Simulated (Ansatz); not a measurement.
# Charge transition levels of the S vacancy in WS₂, term by term

Level of theory: DFT r2SCAN, scalar-relativistic, plane waves, PAW (Ansatz). (500 eV cutoff, 2×2×2 k-mesh, shifted by half a step, Gaussian smearing of 0.01 eV, collinear spin in charge -1 alone)

Host crystal, relaxed:

```xyz
6
Lattice="3.1816 0.0000 0.0000 -1.5908 2.7554 0.0000 0.0000 0.0000 13.0674" Properties=species:S:1:pos:R:3 pbc="T T T"
W     0.0000    1.8369    3.2668
W     1.5908    0.9185    9.8005
S     0.0000    1.8369    8.2410
S     1.5908    0.9185    1.7074
S     0.0000    1.8369   11.3600
S     1.5908    0.9185    4.8263
```

The S vacancy was set at (0.333, 0.667, 0.631) of the host cell, in a supercell of 36 sites (687 Å³), relaxed at fixed cell in each charge q, from a start with the atoms near it displaced at random. The host's Kohn–Sham gap is 1.37 eV and its static dielectric constant 10.0 (mean). For each charge: the supercell's free energy over the neutral one with q electrons exchanged at the valence band top, F(q) − F(0) + qE_v; the image-charge term; and the term that aligns the potential far from the defect with the host's.

With moments and this functional the run may sit in a state above the lowest one. Spin-orbit coupling is left out, which matters for the bands and energies of heavy elements.

```tsv
q	F(q) − F(0) + qE_v (eV)	image charge (eV)	alignment (eV)
0	0.000	0.000	0.000
-1	0.677	0.092	0.193
```

Question: Add the terms and find the levels between neighbouring charges, ε(q/q′) = [A(q′) − A(q)]/(q − q′), with and without the two corrections.

Answer: A(q): 0.000 eV for 0, 0.963 eV for -1.
```
 level corrected (eV over E_v) uncorrected (eV)
(0/-1)                     0.96              0.68
```

As a check, a point charge in a simple cubic cell of this volume has q²αe²/(2εL) = 0.231 q² eV (e² = 14.40 eV Å, α = 2.837, L = 8.83 Å); the shape of the real cell and the anisotropy of ε can change it somewhat. The term grows as q², so it pushes donor levels down and acceptor levels up. The program doubts the alignment for q = -1, so levels beside it are uncertain by about that term.

Question: Which of these charges is lowest with the Fermi level at the valence band top, at mid-gap and at the conduction band bottom?

Answer: The line A(q) + qE_F that lies lowest gives the charge: 0 at E_F = 0.00 eV, 0 at E_F = 0.68 eV, -1 at E_F = 1.37 eV. Charges beyond those computed could lie lower near the band edges.

Question: The neutral defect forms at 3.16 eV with atoms taken from and returned to the elements. What are the formation energies at those three Fermi levels, and what share of sites would hold the defect at 1200 K with E_F at mid-gap, if the host still stood at that temperature?

Answer: E_f = E_f(0) + A(q) + qE_F = 3.16, 3.16, 2.75 eV. In the dilute limit the share is exp(−E_f/k_BT) = exp(−3.159/0.1034) = 5.4×10⁻¹⁴, leaving out degeneracy and vibrational entropy. This is the S-rich limit; a poorer supply of S lowers E_f, in a binary host by up to its heat of formation per S atom. The small cell and the narrow Kohn–Sham gap leave errors of tenths of an eV or more, which change the share by orders of magnitude.

Cost: 3 runs of about 61 core-minutes in all, on AMD EPYC 7R43 (Zen 3) (shared hosts).